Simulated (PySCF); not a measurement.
ClNa, charge +1, multiplicity 2. Atoms are numbered in the order given.

```xyz
2

Na     0.0000     0.0000    -1.7041
Cl     0.0000     0.0000     1.1026
```
Charge +1, spin multiplicity 2.

Geometry optimised at PBE-D3(BJ)/def2-TZVPD. The spin state was assumed, not searched.

Method: PBE/def2-TZVPD in PySCF.

Mulliken values depend strongly on the basis, most of all with diffuse functions as here. ESP charges are fitted to the potential on shells at 1.4 to 2.0 van der Waals radii. Atomic charges (e):

| atom | ESP fit | meta-Löwdin | Mulliken spin |
|---|---|---|---|
| Na1 | 0.88 | 0.94 | -0.01 |
| Cl2 | 0.12 | 0.06 | 1.01 |
